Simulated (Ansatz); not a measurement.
**CH5 (doublet): the correlation ladder at distance H1–H2 along a hydrogen transfer = 0.911 Å, cc-pVTZ**

How much of the correlation energy of CH5 (doublet) does each wave-function method recover here?

Program: Ansatz 0.2.0, Gaussian basis. Level of theory: cc-pVTZ, core rule «outside noble gas», up to 1 orbitals frozen. These are calculated values, not measurements.

The runs, in order: UHF; CCSD(T) on ROHF; CCSD(T) on UHF; BCCD(T) on ROHF; CISD; CCSDT(Q) on ROHF; CCSDT(Q) on UHF; CASSCF and NEVPT2, 3 electrons in 3 orbitals; CASSCF and NEVPT2, 9 electrons in 9 orbitals.

## Step 1: The system

The geometry derives from fragments relaxed apart (PBE0/def2-TZVP) and kept rigid, so it is no stationary point. A hydrogen atom is moved between rigid fragments.

6 atoms, charge 0, spin multiplicity 2.

Atoms are counted from 1 here; the program's logs count them from 0.

Bond lengths: H2–C3 1.156 Å, C3–H4 1.080 Å, C3–H5 1.080 Å, C3–H6 1.080 Å. Angles: H2–C3–H4 90.0°, H2–C3–H5 90.0°, H2–C3–H6 90.0°, H4–C3–H5 120.0°, H4–C3–H6 120.0°, H5–C3–H6 120.0°.

## Step 2: UHF

File in.yaml:

```yaml
crystal:
  periodic: [false, false, false]
  atoms:
    - {symbol: H, position_ang: [-1.876471, 0.000000, 0.000000]}
    - {symbol: H, position_ang: [-0.965471, 0.000000, 0.000000]}
    - {symbol: C, position_ang: [0.190529, 0.000000, 0.000000]}
    - {symbol: H, position_ang: [0.190529, -1.080023, 0.000000]}
    - {symbol: H, position_ang: [0.190529, 0.540011, 0.935327]}
    - {symbol: H, position_ang: [0.190529, 0.540012, -0.935327]}
basis:
  gaussian: {orbitals: cc-pVTZ}
magnetization: {spin_polarized: true, initial_magnetization: 1}
hamiltonian: {xc: hf}
output: {orbitals: {seedname: orbitals}}
```

Launch:

```console
$ ansatz run in.yaml --threads 1 --pin off --events-out ev --progress --plain --max-ram 2816MiB --backend cpu
```

Further steps of the session: CCSD(T) on ROHF; CCSD(T) on UHF; BCCD(T) on ROHF; CISD; CCSDT(Q) on ROHF; CCSDT(Q) on UHF; CASSCF and NEVPT2, 3 electrons in 3 orbitals; CASSCF and NEVPT2, 9 electrons in 9 orbitals.

Before running them: what should the planned runs give, taken together? Wanted: UCCSDT(Q) below the RHF energy; RMP2 from UCCSDT(Q); UMP2 from UCCSDT(Q); RCCSD from UCCSDT(Q); RCCSD(T) from UCCSDT(Q); UCCSD(T) from UCCSDT(Q); RCCSDT(Q) from UCCSDT(Q); NEVPT2 pair from UCCSDT(Q); NEVPT2 valence from UCCSDT(Q).

As calculated:

| quantity | value |
| --- | --- |
| UCCSDT(Q) below the RHF energy | -6.9029 eV |
| RMP2 from UCCSDT(Q) | +18.76 kcal/mol |
| UMP2 from UCCSDT(Q) | +20.39 kcal/mol |
| RCCSD from UCCSDT(Q) | +5.30 kcal/mol |
| RCCSD(T) from UCCSDT(Q) | +0.46 kcal/mol |
| UCCSD(T) from UCCSDT(Q) | +0.49 kcal/mol |
| RCCSDT(Q) from UCCSDT(Q) | +0.01 kcal/mol |
| NEVPT2 pair from UCCSDT(Q) | +19.26 kcal/mol |
| NEVPT2 valence from UCCSDT(Q) | +22.17 kcal/mol |
| levels within 1 kcal/mol (43 meV) | RCCSD(T), UCCSD(T), BCCD(T), RCCSDT, UCCSDT, RCCSDT(Q) |
| T1 diagnostic | 0.019 |
| effectively unpaired electrons | 1.02 |

**Reading.** RCCSD(T) lands +0.46 kcal/mol from the yardstick (0.3 % of the correlation energy). One determinant dominates. Of the multireference levels listed NEVPT2 pair comes nearest in total energy (+19.26 kcal/mol), which doesn't show that its space is the better one. These misses are within one basis, not against nature; the frozen cores of restricted and unrestricted runs differ, which can shift their rows.
